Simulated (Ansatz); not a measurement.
**Nudged elastic band run: H$_{3}$Si$_{2}$, charge -1**

Input file:

```yaml
crystal:
  periodic: [false, false, false]
  atoms:
    - { symbol: Si, position_ang: [-1.438937, 0.867973, -0.065561] }
    - { symbol: Si, position_ang: [0.57881, 0.053222, 0.164085] }
    - { symbol: H, position_ang: [-1.99287, -0.430642, -0.652496] }
    - { symbol: H, position_ang: [1.113224, -1.303181, -0.166142] }
    - { symbol: H, position_ang: [1.739773, 0.812628, 0.720114] }
total_charge: -1
basis:
  gaussian: { orbitals: def2-TZVP }
hamiltonian:
  xc: hf
neb:
  order_check: false
  images: 9
  f_tol: 0.03
  max_iterations: 60
  final_atoms:
    - { symbol: Si, position_ang: [-1.21295947, 1.65946888, -0.98494229] }
    - { symbol: Si, position_ang: [0.10245812, -0.02637245, 0.0125998] }
    - { symbol: H, position_ang: [-0.90714453, -0.95820389, 0.62773914] }
    - { symbol: H, position_ang: [0.97285217, -0.94523731, -0.80742276] }
    - { symbol: H, position_ang: [1.0447937, 0.27034477, 1.15202611] }
  initial_path:
    images:
      - { positions_ang: [[-1.438937, 0.867973, -0.065561], [0.57881, 0.053222, 0.164085], [-1.99287, -0.430642, -0.652496], [1.113224, -1.303181, -0.166142], [1.739773, 0.812628, 0.720114]] }
      - { positions_ang: [[-1.3595133, 0.86955202, -0.21578535], [0.50972183, 0.03153945, 0.14159447], [-1.88217638, -0.41429796, -0.4572789], [1.11550528, -1.23178346, -0.24131293], [1.61646257, 0.74498994, 0.7727827]] }
      - { positions_ang: [[-1.28008961, 0.87113103, -0.3660097], [0.44063366, 0.0098569, 0.11910395], [-1.77148276, -0.39795391, -0.2620618], [1.11778657, -1.16038591, -0.31648385], [1.49315214, 0.67735189, 0.8254514]] }
      - { positions_ang: [[-1.20066591, 0.87271005, -0.51623405], [0.37154549, -0.01182565, 0.09661342], [-1.66078914, -0.38160987, -0.0668447], [1.12006785, -1.08898837, -0.39165478], [1.36984171, 0.60971383, 0.87812011]] }
      - { positions_ang: [[-1.12124222, 0.87428907, -0.6664584], [0.30245733, -0.0335082, 0.0741229], [-1.55009552, -0.36526582, 0.12837239], [1.12234913, -1.01759083, -0.4668257], [1.24653128, 0.54207578, 0.93078881]] }
      - { positions_ang: [[-1.04181852, 0.87586809, -0.81668275], [0.23336916, -0.05519075, 0.05163237], [-1.4394019, -0.34892178, 0.32358949], [1.12463042, -0.94619328, -0.54199663], [1.12322085, 0.47443772, 0.98345751]] }
      - { positions_ang: [[-1.07604671, 1.03258825, -0.85033466], [0.20718695, -0.04942709, 0.04382586], [-1.33295042, -0.4707782, 0.38441942], [1.09427477, -0.94600209, -0.59508185], [1.10753542, 0.43361913, 1.01717123]] }
      - { positions_ang: [[-1.1102749, 1.1893084, -0.88398657], [0.18100474, -0.04366343, 0.03601934], [-1.22649895, -0.59263462, 0.44524935], [1.06391912, -0.94581089, -0.64816708], [1.09184999, 0.39280054, 1.05088495]] }
      - { positions_ang: [[-1.14450309, 1.34602856, -0.91763847], [0.15482254, -0.03789977, 0.02821283], [-1.12004747, -0.71449104, 0.50607928], [1.03356347, -0.9456197, -0.70125231], [1.07616456, 0.35198195, 1.08459867]] }
      - { positions_ang: [[-1.17873128, 1.50274872, -0.95129038], [0.12864033, -0.03213611, 0.02040631], [-1.013596, -0.83634746, 0.56690921], [1.00320782, -0.9454285, -0.75433753], [1.06047913, 0.31116336, 1.11831239]] }
      - { positions_ang: [[-1.21295947, 1.65946888, -0.98494229], [0.10245812, -0.02637245, 0.0125998], [-0.90714453, -0.95820389, 0.62773914], [0.97285217, -0.94523731, -0.80742276], [1.0447937, 0.27034477, 1.15202611]] }
```

Run as:

```bash
$ ansatz run input.yaml --threads 1 --pin off --max-ram 2048MiB --backend cpu --events-out ev --progress --plain --runs-dir out
```

Output, in part (warnings, iteration lines, the closing report on the highest movable image, with atoms numbered from 0):

```
NEB end point (image 0): max|allowed force component| = 6.699e-3 eV/Å (the criterion of neb.relax_end_points is 1.000e-2)
NEB end point (image 10): max|allowed force component| = 6.965e-4 eV/Å (the criterion of neb.relax_end_points is 1.000e-2)
NEB iter   1: max|band force component| = 1.098e1 eV/Å  barrier→ = 4.5686 eV  barrier← = 3.6577 eV  Δτ_max = 0.1978 Å  (623 SCF iters)
NEB iter   2: max|band force component| = 3.818e0 eV/Å  barrier→ = 2.3396 eV  barrier← = 1.4288 eV  Δτ_max = 0.2000 Å  (374 SCF iters)
NEB iter   3: max|band force component| = 1.756e0 eV/Å  barrier→ = 1.5296 eV  barrier← = 0.6188 eV  Δτ_max = 0.2000 Å  (358 SCF iters)
NEB iter   4: max|band force component| = 8.121e-1 eV/Å  barrier→ = 1.3999 eV  barrier← = 0.4891 eV  Δτ_max = 0.1129 Å  (362 SCF iters)
NEB iter   5: max|band force component| = 9.029e-1 eV/Å  barrier→ = 1.3633 eV  barrier← = 0.4525 eV  Δτ_max = 0.0556 Å  (344 SCF iters)
NEB iter   6: max|band force component| = 5.805e-1 eV/Å  barrier→ = 1.3446 eV  barrier← = 0.4338 eV  Δτ_max = 0.0504 Å  (334 SCF iters)
NEB iter   7: max|band force component| = 1.660e-1 eV/Å  barrier→ = 1.3356 eV  barrier← = 0.4247 eV  CI = image 6  Δτ_max = 0.1083 Å  (328 SCF iters)
NEB iter   8: max|band force component| = 3.952e-1 eV/Å  barrier→ = 1.3477 eV  barrier← = 0.4369 eV  CI = image 6  Δτ_max = 0.0478 Å  (339 SCF iters)
NEB iter   9: max|band force component| = 1.002e-1 eV/Å  barrier→ = 1.3481 eV  barrier← = 0.4373 eV  CI = image 6  Δτ_max = 0.0109 Å  (325 SCF iters)
NEB iter  10: max|band force component| = 4.357e-2 eV/Å  barrier→ = 1.3477 eV  barrier← = 0.4369 eV  CI = image 6  Δτ_max = 0.0033 Å  (326 SCF iters)
NEB iter  11: max|band force component| = 7.886e-3 eV/Å  barrier→ = 1.3477 eV  barrier← = 0.4369 eV  CI = image 6  Δτ_max = 0.0000 Å  (976 SCF iters)
Total energy: -15769.45532144 eV, -579.5167941421 hartree
Atom 0 at    -1.457310     1.090568    -0.745638 Å, force     0.000683    -0.000078     0.000110 eV/Å
Atom 1 at     0.377526     0.129288    -0.039399 Å, force    -0.001496     0.001676     0.000138 eV/Å
Atom 2 at    -1.160696    -0.469538     0.029880 Å, force     0.000664    -0.000862    -0.000347 eV/Å
Atom 3 at     0.985128    -1.205955    -0.395881 Å, force    -0.000362    -0.000321     0.000439 eV/Å
Atom 4 at     1.255352     0.455637     1.151039 Å, force     0.000512    -0.000414    -0.000340 eV/Å
Dipole moment:     0.492581    -0.182736     0.174190 e Å
```

It converged. A vibrational analysis at the climbing image gives one clearly imaginary mode, 710i cm⁻¹: a first-order saddle point. The orbitals stay closed-shell, which can raise the energy where a bond breaks towards radicals; this wasn't checked here. Limits of this set-up: an anion without diffuse functions, the dipole of an ion depends on the origin.

Final band (atoms are numbered from 1 in the order of the input):

```
image  path coordinate (Å)  energy (eV)  Si1–H3 (Å)  Si2–H3 (Å)
    0                 0.00         0.00        1.53        2.74
    1                 0.27         0.04        1.53        2.57
    2                 0.54         0.20        1.53        2.38
    3                 0.81         0.50        1.53        2.19
    4                 1.09         0.89        1.56        1.99
    5                 1.36         1.23        1.64        1.80
    6                 1.63         1.35        1.77        1.65
    7                 1.94         1.26        2.02        1.57
    8                 2.26         1.12        2.37        1.52
    9                 2.57         0.97        2.74        1.51
   10                 2.88         0.91        3.09        1.51
```

Time of the run: 65 s on 1 thread of Intel(R) Xeon(R) Platinum 8488C (Sapphire Rapids) (shared host), peak memory 0.19 GiB.
